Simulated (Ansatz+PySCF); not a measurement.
Results of a calculation; reference values are marked as such.
**Several solutions for quintet O₄**

```xyz
4

O     0.0000    0.0000   -1.3071
O     0.0000    0.0000    1.3071
O    30.0000    0.0000   -0.8912
O    30.0000    0.0000    0.8912
```

Basis set: 6-31G (spherical functions). Charge 0, multiplicity 5.

ROHF was run from several starts with Ansatz (development build ahead of 0.2.0) and PySCF 2.14.0.

| run | program | start | converged | energy (hartree) | <S²> |
| --- | --- | --- | --- | --- | --- |
| A | Ansatz | stability test followed | yes | -298.60714 | 6.00 |
| B | PySCF | guess minao, instabilities followed | yes | -298.88565 | 6.00 |
| C | Ansatz | atomic start, no search | yes | -298.60714 | 6.00 |
| D | PySCF | guess atom, instabilities followed | yes | -298.88565 | 6.00 |
| E | PySCF | guess 1e, instabilities followed | yes | -298.81605 | 6.00 |
| F | Ansatz | search for the lowest state | yes | -298.88914 | 6.00 |
| G | PySCF | program defaults | yes | -298.62075 | 6.00 |
| H | PySCF | guess huckel, instabilities followed | yes | -298.88565 | 6.00 |

**Question.** Which runs reached the lowest solution of this kind, and what is wrong with the others?

**Answer.** F reached the lowest solution found. Converged but too high: A by 7.67 eV, B by 0.09 eV, C by 7.67 eV, D by 0.09 eV, E by 1.99 eV, G by 7.30 eV, H by 0.09 eV. Convergence only shows a stationary point, and even a stable one can lie too high; stability tests and further starts are what find lower ones. Caution: an unrestricted determinant lies well below (5.77 eV lower). Caution: the determinant breaks the point group.
